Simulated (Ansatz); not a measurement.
# SiF+ (triplet): the correlation ladder, def2-TZVPP

One table from this session's results is given with a row withheld; the runs are named, their logs left out.

Method: def2-TZVPP, core rule «outside noble gas», up to 6 orbitals frozen; program: Ansatz 0.2.0, Gaussian basis.

Plan: UHF; ROHF; CCSD(T) on UHF.

2 further runs of the same task are left out: 2 set aside as unsound or not needed.

**The system**

The geometry is a PBE0/def2-TZVP stationary point (not a proven minimum) of the parent state, kept for this charge and spin.

2 atoms, charge 1, spin multiplicity 3.

Atoms are counted from 1 here; the program's logs count them from 0.

Bond lengths: Si1–F2 1.536 Å.

The first run:

Input file in.yaml:

```yaml
crystal:
  periodic: [false, false, false]
  atoms:
    - {symbol: Si, position_ang: [0.000000, 0.000000, 0.000000]}
    - {symbol: F, position_ang: [0.000000, 0.000000, 1.536400]}
basis:
  gaussian: {orbitals: def2-TZVPP}
total_charge: 1
magnetization: {spin_polarized: true, initial_magnetization: 2}
hamiltonian: {xc: hf}
output: {orbitals: {seedname: orbitals}}
```

On the command line:

```console
> ansatz run in.yaml --threads 1 --pin off --events-out ev --progress --plain --max-ram 4096MiB --backend cpu
```

Among the steps run: UHF; ROHF; CCSD(T) on UHF.

One of the session's tables, all rows but one given; the rest of the session is left out.

It belongs to the step «Misses and costs». 

| method | from UCCSD(T) (meV) |
| --- | --- |
| ROHF | +8255.9 |
| UHF | +8224.4 |
| UMP2 | +363.7 |
| UCCSD | ? |
| UCCSD(T) | 0 |

**Question.** Estimate the row for UCCSD.

As computed: from UCCSD(T) (meV): +260.7. In the column «from UCCSD(T) (meV)» it lies between UCCSD(T) (0) and UMP2 (+363.7).
